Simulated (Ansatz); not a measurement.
## Where PBE holds and where it fails for hcp Tc

Programs: Ansatz (a quantum-chemistry and plane-wave program).

```tsv
property	PBE	LDA	PBEsol	reference	PBE less reference
lattice constant a (Å)	2.752	2.710	2.724	2.741*	+0.40 %
lattice parameter c (Å)	4.403	4.332	4.359	4.399*	+0.09 %
bulk modulus (GPa)	300	343	327	303	-1.0 %
cohesive energy (eV/atom)	6.91	8.80	7.85	7.17	not scored
elastic constant C11 (GPa)	489	556	533	–	–
elastic constant C33 (GPa)	537	607	584	–	–
elastic constant C44 (GPa)	137	155	149	–	–
Voigt–Reuss–Hill bulk modulus (GPa)	300	343	327	–	–
Voigt–Reuss–Hill shear modulus (GPa)	143	161	155	–	–
```

It does well for the bulk modulus (-1.0 %). In between, or not called against an uncorrected reference: lattice constant a (+0.40 %), lattice parameter c (+0.09 %). Where no measured value is used, PBE differs from PBEsol by -8.3 % in the elastic constant C11; from PBEsol by -8.0 % in the elastic constant C33; from PBEsol by -8.1 % in the elastic constant C44; from PBEsol by -8.3 % in the Voigt–Reuss–Hill bulk modulus; from PBEsol by -7.7 % in the Voigt–Reuss–Hill shear modulus.

A star marks values at room or unstated temperature without corrections; heat and zero-point motion as a rule enlarge cells and lower moduli and gaps.

Called good within 5.0 % for the bulk modulus.

Called well off clearly beyond 10.0 % for the bulk modulus (bounds picked here from the quality of each reference).

Not scored: cohesive energy (sources at odds).

The references are measured values: lattice constant a room temperature, lattice parameter c room temperature, bulk modulus corrected to a static lattice, cohesive energy corrected to a static lattice.

Unless a row names a cell, each level is at its own relaxed cell.

Ansatz's density-functional and Hartree–Fock values are scalar-relativistic unless marked +SOC, with PAW data made under PBE.

References as tabulated in Wikipedia's data pages; doi:10.1021/acs.jctc.3c00612; Jana et al. (2018), arXiv:1807.00350.
